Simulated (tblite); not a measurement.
# FH10O5: the cost of one run

Programs: tblite 0.8.0 and PySCF 2.14.0. All values are calculated, for the isolated system unless a continuum is named. Atoms count from 0, parts from 1.

### 1 Starting point

16 atoms, charge -1, multiplicity 1; geometry: rigid parts in contact. Parts: 1 = atom 0, `[F-]`, charge -1; 2 = atoms 1–3, `O`, charge 0; 3 = atoms 4–6, `O`, charge 0; 4 = atoms 7–9, `O`, charge 0; 5 = atoms 10–12, `O`, charge 0; 6 = atoms 13–15, `O`, charge 0.

### 2 Bringing the parts together with GFN2-xTB

The job: settings as JSON, then the geometry in Å.

```
{"job": {"kind": "dock", "xc": "GFN2-xTB", "basis": "xTB"}, "charge": -1, "multiplicity": 1, "parts": [{"atoms": "0-0", "charge": -1, "multiplicity": 1}, {"atoms": "1-3", "charge": 0, "multiplicity": 1}, {"atoms": "4-6", "charge": 0, "multiplicity": 1}, {"atoms": "7-9", "charge": 0, "multiplicity": 1}, {"atoms": "10-12", "charge": 0, "multiplicity": 1}, {"atoms": "13-15", "charge": 0, "multiplicity": 1}]}
F      0.170519    -0.042175    -0.531904
O     -1.986375     1.510848    -0.303609
H     -1.176384     0.958109    -0.241971
H     -2.205580     1.455955    -1.235566
O      2.266924     1.400784     0.118626
H      1.533219     0.787330    -0.143519
H      1.827541     2.240846     0.260947
O      1.213126    -2.487133    -0.376041
H      0.544140    -2.905725    -0.921734
H      0.930164    -1.544058    -0.312562
O      3.250005    -0.064620     2.240720
H      2.974973     0.533774     1.518226
H      2.854273    -0.904527     1.993872
O      0.095142    -0.633825    -3.077275
H      0.527425    -1.487871    -3.005483
H      0.094909    -0.274929    -2.162072
```

Method: GFN2-xTB search for minima from random contacts, gas phase.

The run is started by

```bash
$ OMP_NUM_THREADS=1 python cluster_run.py task.json out
```

The driver reads the jobs from task.json and runs them one after another.

**Question.** How long does this first job take on 1 thread of Intel Xeon 6975P-C, shared host?

About 18 s.
